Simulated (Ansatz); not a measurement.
## Molecular dynamics of C6H12

Input:

```yaml
crystal:
  periodic: [false, false, false]
  atoms:
    - { symbol: C, position_ang: [-2.091866, -1.324859, -0.788233] }
    - { symbol: C, position_ang: [-1.228293, -0.669004, -0.008185] }
    - { symbol: C, position_ang: [0.279533, -0.555253, -0.293309] }
    - { symbol: C, position_ang: [1.108657, -1.058361, 0.931794] }
    - { symbol: C, position_ang: [0.680178, 0.909234, -0.706731] }
    - { symbol: C, position_ang: [0.398326, 1.988329, 0.375767] }
    - { symbol: H, position_ang: [-3.161062, -1.383196, -0.552771] }
    - { symbol: H, position_ang: [-1.769225, -1.838876, -1.701823] }
    - { symbol: H, position_ang: [-1.581172, -0.169077, 0.906222] }
    - { symbol: H, position_ang: [0.512214, -1.206752, -1.156336] }
    - { symbol: H, position_ang: [2.18629, -0.952962, 0.735201] }
    - { symbol: H, position_ang: [0.891228, -2.119033, 1.128827] }
    - { symbol: H, position_ang: [0.861325, -0.482662, 1.835681] }
    - { symbol: H, position_ang: [1.75667, 0.91442, -0.952551] }
    - { symbol: H, position_ang: [0.131063, 1.171014, -1.627832] }
    - { symbol: H, position_ang: [0.709261, 2.978195, 0.008707] }
    - { symbol: H, position_ang: [0.953421, 1.776673, 1.301269] }
    - { symbol: H, position_ang: [-0.673749, 2.03337, 0.616105] }
basis:
  gaussian: { orbitals: STO-3G }
hamiltonian:
  xc: b3lyp
  dispersion: d4
md:
  timestep: 0.5
  n_steps: 114
  ensemble: nve
  temperature: 300.0
  initial_velocities: maxwell_boltzmann
  seed: 877312
  masses: [{ species: H, mass: 10.0 }]
```

Launched with:

```bash
$ ansatz run input.yaml --threads 1 --pin off --max-ram 2048MiB --backend cpu --events-out ev --progress --plain --runs-dir out
```

It starts from a relaxed structure.

Output, in part (one step line in 2, the closing report, with atoms numbered from 0):

```
md step     0: t =     0.00 fs  T =   300.0 K  F+E_penalty+E_count = -6341.36411160 eV  E_kin = 0.620448 eV  conserved = -6340.74366361 eV  (21 SCF iters)
md step     2: t =     1.00 fs  T =   291.3 K  F+E_penalty+E_count = -6341.34600688 eV  E_kin = 0.602408 eV  conserved = -6340.74359898 eV  (20 SCF iters)
md step     4: t =     2.00 fs  T =   267.0 K  F+E_penalty+E_count = -6341.29559088 eV  E_kin = 0.552183 eV  conserved = -6340.74340756 eV  (20 SCF iters)
md step     6: t =     3.00 fs  T =   232.9 K  F+E_penalty+E_count = -6341.22488738 eV  E_kin = 0.481744 eV  conserved = -6340.74314347 eV  (19 SCF iters)
md step     8: t =     4.00 fs  T =   197.0 K  F+E_penalty+E_count = -6341.15039441 eV  E_kin = 0.407508 eV  conserved = -6340.74288614 eV  (19 SCF iters)
md step    10: t =     5.00 fs  T =   167.0 K  F+E_penalty+E_count = -6341.08814919 eV  E_kin = 0.345435 eV  conserved = -6340.74271389 eV  (19 SCF iters)
md step    12: t =     6.00 fs  T =   148.1 K  F+E_penalty+E_count = -6341.04891198 eV  E_kin = 0.306238 eV  conserved = -6340.74267396 eV  (19 SCF iters)
md step    14: t =     7.00 fs  T =   141.4 K  F+E_penalty+E_count = -6341.03524662 eV  E_kin = 0.292481 eV  conserved = -6340.74276535 eV  (20 SCF iters)
md step    16: t =     8.00 fs  T =   144.4 K  F+E_penalty+E_count = -6341.04155772 eV  E_kin = 0.298616 eV  conserved = -6340.74294178 eV  (20 SCF iters)
md step    18: t =     9.00 fs  T =   151.7 K  F+E_penalty+E_count = -6341.05689769 eV  E_kin = 0.313764 eV  conserved = -6340.74313388 eV  (20 SCF iters)
md step    20: t =    10.00 fs  T =   157.6 K  F+E_penalty+E_count = -6341.06924324 eV  E_kin = 0.325967 eV  conserved = -6340.74327639 eV  (20 SCF iters)
md step    22: t =    11.00 fs  T =   157.7 K  F+E_penalty+E_count = -6341.06955215 eV  E_kin = 0.326222 eV  conserved = -6340.74332983 eV  (20 SCF iters)
md step    24: t =    12.00 fs  T =   150.4 K  F+E_penalty+E_count = -6341.05429414 eV  E_kin = 0.311007 eV  conserved = -6340.74328721 eV  (20 SCF iters)
md step    26: t =    13.00 fs  T =   136.7 K  F+E_penalty+E_count = -6341.02594344 eV  E_kin = 0.282773 eV  conserved = -6340.74317061 eV  (20 SCF iters)
md step    28: t =    14.00 fs  T =   120.2 K  F+E_penalty+E_count = -6340.99164274 eV  E_kin = 0.248622 eV  conserved = -6340.74302051 eV  (20 SCF iters)
md step    30: t =    15.00 fs  T =   105.3 K  F+E_penalty+E_count = -6340.96068693 eV  E_kin = 0.217804 eV  conserved = -6340.74288282 eV  (20 SCF iters)
md step    32: t =    16.00 fs  T =    96.1 K  F+E_penalty+E_count = -6340.94162435 eV  E_kin = 0.198827 eV  conserved = -6340.74279774 eV  (20 SCF iters)
md step    34: t =    17.00 fs  T =    95.2 K  F+E_penalty+E_count = -6340.93973411 eV  E_kin = 0.196945 eV  conserved = -6340.74278943 eV  (20 SCF iters)
md step    36: t =    18.00 fs  T =   102.8 K  F+E_penalty+E_count = -6340.95549964 eV  E_kin = 0.212639 eV  conserved = -6340.74286030 eV  (20 SCF iters)
md step    38: t =    19.00 fs  T =   116.8 K  F+E_penalty+E_count = -6340.98445978 eV  E_kin = 0.241470 eV  conserved = -6340.74299012 eV  (20 SCF iters)
md step    40: t =    20.00 fs  T =   133.1 K  F+E_penalty+E_count = -6341.01849184 eV  E_kin = 0.275351 eV  conserved = -6340.74314118 eV  (20 SCF iters)
md step    42: t =    21.00 fs  T =   147.4 K  F+E_penalty+E_count = -6341.04819275 eV  E_kin = 0.304924 eV  conserved = -6340.74326842 eV  (21 SCF iters)
md step    44: t =    22.00 fs  T =   155.9 K  F+E_penalty+E_count = -6341.06567808 eV  E_kin = 0.322344 eV  conserved = -6340.74333382 eV  (21 SCF iters)
md step    46: t =    23.00 fs  T =   156.5 K  F+E_penalty+E_count = -6341.06693609 eV  E_kin = 0.323617 eV  conserved = -6340.74331901 eV  (21 SCF iters)
md step    48: t =    24.00 fs  T =   149.8 K  F+E_penalty+E_count = -6341.05296758 eV  E_kin = 0.309736 eV  conserved = -6340.74323124 eV  (20 SCF iters)
md step    50: t =    25.00 fs  T =   138.4 K  F+E_penalty+E_count = -6341.02931542 eV  E_kin = 0.286214 eV  conserved = -6340.74310149 eV  (20 SCF iters)
md step    52: t =    26.00 fs  T =   126.3 K  F+E_penalty+E_count = -6341.00412147 eV  E_kin = 0.261147 eV  conserved = -6340.74297415 eV  (20 SCF iters)
md step    54: t =    27.00 fs  T =   117.2 K  F+E_penalty+E_count = -6340.98536142 eV  E_kin = 0.242470 eV  conserved = -6340.74289178 eV  (20 SCF iters)
md step    56: t =    28.00 fs  T =   113.8 K  F+E_penalty+E_count = -6340.97820798 eV  E_kin = 0.235328 eV  conserved = -6340.74287995 eV  (20 SCF iters)
md step    58: t =    29.00 fs  T =   116.3 K  F+E_penalty+E_count = -6340.98345412 eV  E_kin = 0.240516 eV  conserved = -6340.74293781 eV  (20 SCF iters)
md step    60: t =    30.00 fs  T =   123.1 K  F+E_penalty+E_count = -6340.99757090 eV  E_kin = 0.254532 eV  conserved = -6340.74303845 eV  (20 SCF iters)
md step    62: t =    31.00 fs  T =   131.1 K  F+E_penalty+E_count = -6341.01436098 eV  E_kin = 0.271221 eV  conserved = -6340.74314006 eV  (20 SCF iters)
md step    64: t =    32.00 fs  T =   137.5 K  F+E_penalty+E_count = -6341.02751826 eV  E_kin = 0.284314 eV  conserved = -6340.74320377 eV  (20 SCF iters)
md step    66: t =    33.00 fs  T =   140.1 K  F+E_penalty+E_count = -6341.03302919 eV  E_kin = 0.289820 eV  conserved = -6340.74320877 eV  (20 SCF iters)
md step    68: t =    34.00 fs  T =   138.9 K  F+E_penalty+E_count = -6341.03047372 eV  E_kin = 0.287315 eV  conserved = -6340.74315883 eV  (20 SCF iters)
md step    70: t =    35.00 fs  T =   135.3 K  F+E_penalty+E_count = -6341.02282955 eV  E_kin = 0.279752 eV  conserved = -6340.74307772 eV  (20 SCF iters)
md step    72: t =    36.00 fs  T =   131.5 K  F+E_penalty+E_count = -6341.01504797 eV  E_kin = 0.272051 eV  conserved = -6340.74299697 eV  (20 SCF iters)
md step    74: t =    37.00 fs  T =   130.2 K  F+E_penalty+E_count = -6341.01211661 eV  E_kin = 0.269173 eV  conserved = -6340.74294357 eV  (20 SCF iters)
md step    76: t =    38.00 fs  T =   132.7 K  F+E_penalty+E_count = -6341.01738121 eV  E_kin = 0.274450 eV  conserved = -6340.74293122 eV  (20 SCF iters)
md step    78: t =    39.00 fs  T =   139.6 K  F+E_penalty+E_count = -6341.03163572 eV  E_kin = 0.288676 eV  conserved = -6340.74296019 eV  (20 SCF iters)
md step    80: t =    40.00 fs  T =   149.9 K  F+E_penalty+E_count = -6341.05310367 eV  E_kin = 0.310085 eV  conserved = -6340.74301857 eV  (20 SCF iters)
md step    82: t =    41.00 fs  T =   162.0 K  F+E_penalty+E_count = -6341.07815802 eV  E_kin = 0.335070 eV  conserved = -6340.74308788 eV  (20 SCF iters)
md step    84: t =    42.00 fs  T =   173.7 K  F+E_penalty+E_count = -6341.10248229 eV  E_kin = 0.359334 eV  conserved = -6340.74314808 eV  (20 SCF iters)
md step    86: t =    43.00 fs  T =   183.3 K  F+E_penalty+E_count = -6341.12232772 eV  E_kin = 0.379144 eV  conserved = -6340.74318364 eV  (20 SCF iters)
md step    88: t =    44.00 fs  T =   189.7 K  F+E_penalty+E_count = -6341.13548923 eV  E_kin = 0.392300 eV  conserved = -6340.74318903 eV  (20 SCF iters)
md step    90: t =    45.00 fs  T =   192.7 K  F+E_penalty+E_count = -6341.14166295 eV  E_kin = 0.398493 eV  conserved = -6340.74317037 eV  (20 SCF iters)
md step    92: t =    46.00 fs  T =   192.9 K  F+E_penalty+E_count = -6341.14205723 eV  E_kin = 0.398914 eV  conserved = -6340.74314299 eV  (20 SCF iters)
md step    94: t =    47.00 fs  T =   191.2 K  F+E_penalty+E_count = -6341.13846889 eV  E_kin = 0.395346 eV  conserved = -6340.74312243 eV  (20 SCF iters)
md step    96: t =    48.00 fs  T =   188.2 K  F+E_penalty+E_count = -6341.13232573 eV  E_kin = 0.389209 eV  conserved = -6340.74311625 eV  (20 SCF iters)
md step    98: t =    49.00 fs  T =   184.3 K  F+E_penalty+E_count = -6341.12418436 eV  E_kin = 0.381063 eV  conserved = -6340.74312168 eV  (20 SCF iters)
md step   100: t =    50.00 fs  T =   179.3 K  F+E_penalty+E_count = -6341.11385713 eV  E_kin = 0.370728 eV  conserved = -6340.74312918 eV  (20 SCF iters)
md step   102: t =    51.00 fs  T =   173.0 K  F+E_penalty+E_count = -6341.10096157 eV  E_kin = 0.357833 eV  conserved = -6340.74312907 eV  (20 SCF iters)
md step   104: t =    52.00 fs  T =   165.5 K  F+E_penalty+E_count = -6341.08549809 eV  E_kin = 0.342381 eV  conserved = -6340.74311703 eV  (20 SCF iters)
md step   106: t =    53.00 fs  T =   157.2 K  F+E_penalty+E_count = -6341.06814294 eV  E_kin = 0.325048 eV  conserved = -6340.74309490 eV  (20 SCF iters)
md step   108: t =    54.00 fs  T =   148.5 K  F+E_penalty+E_count = -6341.05017545 eV  E_kin = 0.307107 eV  conserved = -6340.74306822 eV  (20 SCF iters)
md step   110: t =    55.00 fs  T =   140.3 K  F+E_penalty+E_count = -6341.03316921 eV  E_kin = 0.290126 eV  conserved = -6340.74304272 eV  (19 SCF iters)
md step   112: t =    56.00 fs  T =   133.3 K  F+E_penalty+E_count = -6341.01865997 eV  E_kin = 0.275638 eV  conserved = -6340.74302169 eV  (19 SCF iters)
md step   114: t =    57.00 fs  T =   128.1 K  F+E_penalty+E_count = -6341.00794412 eV  E_kin = 0.264939 eV  conserved = -6340.74300552 eV  (22 SCF iters)
Total energy: -6341.00817514 eV, -233.0277523466 hartree
Atom 0 at    -2.053627    -1.348604    -0.825388 Å, force     0.969358    -0.112559     0.258178 eV/Å
Atom 1 at    -1.217826    -0.687508    -0.015209 Å, force    -0.818366     0.402758     0.628738 eV/Å
Atom 2 at     0.290131    -0.526416    -0.251356 Å, force    -1.371773    -0.445750    -1.308453 eV/Å
Atom 3 at     1.074328    -1.087048     0.903730 Å, force     0.188049     0.146104     1.945699 eV/Å
Atom 4 at     0.620770     0.950240    -0.689878 Å, force     0.161062    -0.824803     0.023546 eV/Å
Atom 5 at     0.427633     2.053670     0.374199 Å, force     0.116859    -0.138656     1.593763 eV/Å
Atom 6 at    -3.100234    -1.422582    -0.544263 Å, force    -0.478672    -0.193992    -0.320646 eV/Å
Atom 7 at    -1.664576    -1.893092    -1.704051 Å, force    -0.447280     0.198268     0.126760 eV/Å
Atom 8 at    -1.653369    -0.203265     0.896754 Å, force     0.494507    -0.202911    -0.578490 eV/Å
Atom 9 at     0.531862    -1.259869    -1.049044 Å, force    -0.046386     0.788979    -0.623814 eV/Å
Atom 10 at     2.125453    -0.998276     0.721667 Å, force     1.317563     0.049014    -0.232014 eV/Å
Atom 11 at     0.844925    -2.133214     1.078853 Å, force    -0.166886    -0.652516    -0.238856 eV/Å
Atom 12 at     0.866520    -0.594758     1.851433 Å, force    -0.127909     0.502778     0.379639 eV/Å
Atom 13 at     1.666051     0.955744    -1.009206 Å, force     0.475598     0.102504    -0.141885 eV/Å
Atom 14 at     0.015471     1.193092    -1.573639 Å, force    -0.157342    -0.020250    -0.155623 eV/Å
Atom 15 at     0.832279     2.978492    -0.076063 Å, force    -0.123481     0.081321     0.415447 eV/Å
Atom 16 at     1.018559     1.804867     1.336939 Å, force    -1.058759     0.534910    -1.598663 eV/Å
Atom 17 at    -0.660521     2.216806     0.629341 Å, force     1.073856    -0.215199    -0.173326 eV/Å
Dipole moment:     0.074634     0.027016     0.009487 e Å
```

All steps were run. The conserved energy stayed within 0.055 meV per atom of its start (net change 0.037 meV per atom), so the integration is sound. Over the second half the temperature averaged 0.52 of the 300 K drawn at the start: a run that starts near a minimum puts about half its kinetic energy into the potential. A run of 0.057 ps of so small a system gives no equilibrium averages. Limits of this set-up: minimal basis.

The same pairs are bonded in the first frame and the last. Pairs count as bonded within 1.25 times the sum of covalent radii (0.12 Å more for H–H).

Last frame:

```xyz
18
Properties=species:S:1:pos:R:3
C -2.054 -1.349 -0.825
C -1.218 -0.688 -0.015
C 0.290 -0.526 -0.251
C 1.074 -1.087 0.904
C 0.621 0.950 -0.690
C 0.428 2.054 0.374
H -3.100 -1.423 -0.544
H -1.665 -1.893 -1.704
H -1.653 -0.203 0.897
H 0.532 -1.260 -1.049
H 2.126 -0.998 0.722
H 0.845 -2.133 1.079
H 0.867 -0.595 1.851
H 1.666 0.956 -1.009
H 0.015 1.193 -1.574
H 0.832 2.978 -0.076
H 1.019 1.805 1.337
H -0.660 2.217 0.629
```

Time of the run: 6.8 min on 1 thread of Arm Neoverse V2 (shared host), peak memory 0.11 GiB.
